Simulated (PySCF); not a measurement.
Molecule: `CC(=O)c1ccccc1`, C8H8O.

Cartesian coordinates in Å; atom numbers follow the order of the lines, from 1:
```xyz
17

C    -2.6122   -0.1326    0.6673
C    -1.6806    0.5806   -0.2831
O    -2.0915    1.3987   -1.0759
C    -0.2362    0.2361   -0.2049
C     0.2847   -0.6988    0.6886
C     1.6412   -0.9664    0.7020
C     2.4946   -0.3099   -0.1704
C     1.9876    0.6212   -1.0627
C     0.6335    0.8910   -1.0783
H    -2.5677   -1.2067    0.4996
H    -2.3267    0.0743    1.6966
H    -3.6285    0.2154    0.4995
H    -0.3599   -1.2224    1.3770
H     2.0362   -1.6922    1.3977
H     3.5529   -0.5246   -0.1535
H     2.6487    1.1352   -1.7446
H     0.2169    1.6131   -1.7648
```

Frames of a GFN2-xTB Langevin trajectory at 300 K; GIAO PBE0/pcSseg-1 shieldings in PySCF 2.14.0 with density-fitted response routines, gas phase, non-relativistic; equivalent atoms averaged within each frame.

Scale: TMS for $^{13}$C (186.93 ppm), $^{1}$H (31.72 ppm); H2O for $^{17}$O (336.08 ppm) (reference shieldings calculated alike). The references are static minima.

How do the shifts (ppm) fluctuate along the trajectory?

Answers


```tsv
time (fs)	C2	C4	C7	C6/C8	C5/C9	C1	O3	H14/H16	H15	H13/H17
optimised geometry	200.2	140.0	139.0	133.8	135.1	28.7	649.4	7.77	7.82	8.39
250	209.6	148.0	141.9	136.1	128.5	28.2	668.5	8.06	7.90	7.42
425	208.2	146.7	144.2	137.2	136.9	24.1	680.4	8.06	8.19	8.02
625	211.9	148.8	140.9	132.7	132.8	34.0	683.5	8.02	8.46	8.29
800	201.9	157.2	133.1	134.2	138.4	23.7	660.8	7.89	7.68	8.03
1000	200.7	141.4	137.8	135.7	132.6	20.6	630.4	7.75	7.78	8.02
mean of frames	206.4	148.4	139.6	135.2	133.8	26.1	664.7	7.96	8.00	7.96
standard deviation	4.9	5.7	4.3	1.7	3.9	5.2	21.2	0.13	0.32	0.32
```

5 frames give an uncertainty of the mean of about the standard deviation over 2.2 at best, since frames this close in time may not be independent; classical motion lacks zero-point vibration, and the reference would need the same averaging.
